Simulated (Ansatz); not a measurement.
Dissociation curve of SH, doublet.

Computed with full CI/cc-pVDZ, frozen core in Ansatz (a quantum-chemistry and plane-wave program).

Question: Relative to R = 1.35 Å, what are the energies at R = 1.42, 2.00, 2.42, 3.25 Å?

Answer: 4.0 kJ/mol at 1.42 Å, 184.8 kJ/mol at 2.00 Å, 278.2 kJ/mol at 2.42 Å, 324.4 kJ/mol at 3.25 Å.

The scan ran from 1.03 to 5.33 Å; beyond the distances shown full CI changes its symmetry label.
